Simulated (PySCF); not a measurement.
Species: C2H5P2 (charge -1).
Structure used (PBE0-D3(BJ)/def2-SVP), in Å, numbered top down from 1:
```
atom  x, y, z in Å
C1    -2.1797   -0.1918    0.1015
C2    -0.8679   -0.0479   -0.2216
P3     0.5689   -0.5563    0.7349
P4     2.0559    0.1418   -0.6992
H5    -2.9741    0.1612   -0.5660
H6    -2.4974   -0.6649    1.0390
H7    -0.6549    0.4403   -1.1869
H8     2.9799   -0.9646   -0.8062
H9     3.0108    0.8615    0.1134
```

Jobs on this species (9 atoms, 48 electrons) with PySCF (density fitting). Hardware of each: one thread, Arm Neoverse N1, no GPU, shared host. The host was shared with other jobs, so the times are rough.

**Question.** Rank these jobs by wall time, shortest first.
A. CAM-B3LYP/def2-SVPD; 10 singlets by full TDDFT, 4 Tamm–Dancoff triplets, polarisability, dynamic polarisability, ΔSCF ions; 128 basis functions
B. PBE0/pcSseg-1, IEF-PCM benzene; shieldings, charges and field gradients; 107 basis functions
C. PBE0-D3(BJ)/def2-SVP, grid level 1; geometry optimisation from a GFN2-xTB start; 89 basis functions

**Answer.** B (11 s), C (19 s), A (33 s).

All jobs:

```
                      level and settings                                                                                                   work  basis functions  SCF cycles  wall time
PBE0/pcSseg-1, IEF-PCM dimethylsulfoxide                                                                                             shieldings              107          12      8.5 s
          PBE0/pcSseg-1, IEF-PCM benzene                                                                shieldings, charges and field gradients              107          12       11 s
                           PBE0/pcSseg-1                                                                shieldings, charges and field gradients              107          14       11 s
    CAM-B3LYP/def2-SVPD, IEF-PCM benzene                                                               6 singlets by full TDDFT, polarisability              128          12       14 s
      PBE0-D3(BJ)/def2-SVP, grid level 1                                                            geometry optimisation from a GFN2-xTB start               89          32       19 s
                     CAM-B3LYP/def2-SVPD  10 singlets by full TDDFT, 4 Tamm–Dancoff triplets, polarisability, dynamic polarisability, ΔSCF ions              128          12       33 s
                        wB97X-D/pcSseg-2                                                                                             shieldings              228          14       38 s
```

**Question.** What do all jobs in the table cost together?

**Answer.** About 2.2 min; the longest takes about 28 % of that, and about 4.5 times as long as the shortest.
